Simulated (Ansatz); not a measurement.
The input, for Ansatz 0.2.0:

```yaml
crystal:
  periodic: [false, false, false]
  atoms:
    - {symbol: Al, position_ang: [0.000000, 0.000000, 0.000000]}
    - {symbol: P, position_ang: [0.000000, 0.000000, 2.208000]}
basis:
  gaussian: {orbitals: cc-pVDZ}
total_charge: 1
magnetization: {spin_polarized: false, initial_magnetization: 3}
correlation: {method: bccd_t, electrons: outside_noble_gas}
```

```sh
$ ansatz run in.yaml --threads 1 --pin off --events-out ev --progress --plain --max-ram 4096MiB --backend cpu
```

Output:

```
374 factors; integrals over basis functions are off by at most 7.1e-4 eV
mean field evaluation 1: about -15846.0665 eV, gradient 7.9e0 eV
mean field evaluation 2: about -15846.1788 eV, gradient 8.0e0 eV
mean field evaluation 4: about -15846.7048 eV, gradient 1.2e0 eV
mean field evaluation 8: about -15846.7344 eV, gradient 2.8e-1 eV
mean field evaluation 16: about -15846.7431 eV, gradient 2.9e-6 eV
mean field evaluation 32: about -15844.0702 eV, gradient 2.2e-1 eV
mean field evaluation 64: about -15844.0725 eV, gradient 2.6e-2 eV
mean field evaluation 96: about -15844.0728 eV, gradient 9.0e-2 eV
mean field -15846.74306161 eV, -582.3570662060 hartree, gradient 2.9e-6 eV, S^2 3.750000; 1 other end points of the search recorded, 0 dependent functions left out
determinant -15846.74306161 eV, -582.3570662060 hartree, with singles and doubles -15850.31727898 eV, -582.4884162716 hartree
determinant -15844.07253925 eV, -582.2589263193 hartree, with singles and doubles -15847.47971389 eV, -582.3841376778 hartree
10 core orbitals not correlated: weight in the atoms' cores, before any rotation towards them, 1.000 or more for the frozen orbitals, at most 0.000 for the correlated occupied ones
reference -15846.74306161 eV, -582.3570662060 hartree; 5, 2 occupied and 21, 24 virtual orbitals, 374 factors
second order -2.75275258 eV of doubles, -0.09783879 eV of singles
cycle   1  -3.58459413 eV  change   -1.0e-2 eV  update   1.4e-2
cycle   2  -3.58198697 eV  change    2.6e-3 eV  update   4.9e-3
cycle   3  -3.58080951 eV  change    1.2e-3 eV  update   3.3e-3
cycle   4  -3.58107207 eV  change   -2.6e-4 eV  update   1.8e-3
cycle   5  -3.58227503 eV  change   -1.2e-3 eV  update   8.6e-4
cycle   6  -3.58241280 eV  change   -1.4e-4 eV  update   2.5e-4
cycle   7  -3.58250635 eV  change   -9.4e-5 eV  update   8.0e-5
cycle   8  -3.58251963 eV  change   -1.3e-5 eV  update   2.7e-5
cycle   9  -3.58251665 eV  change    3.0e-6 eV  update   9.2e-6
cycle  10  -3.58251919 eV  change   -2.5e-6 eV  update   2.8e-6
perturbative correction -0.12252643 eV, -0.0045027633 hartree
Total energy: -15850.44810723 eV, -582.4932241213 hartree
```

For the same geometry and basis full CI lies 40.0 meV lower.

Ran on 1 thread of AMD EPYC 7R13, shared host: 0.9 s wall, 0.27 GiB peak host memory.
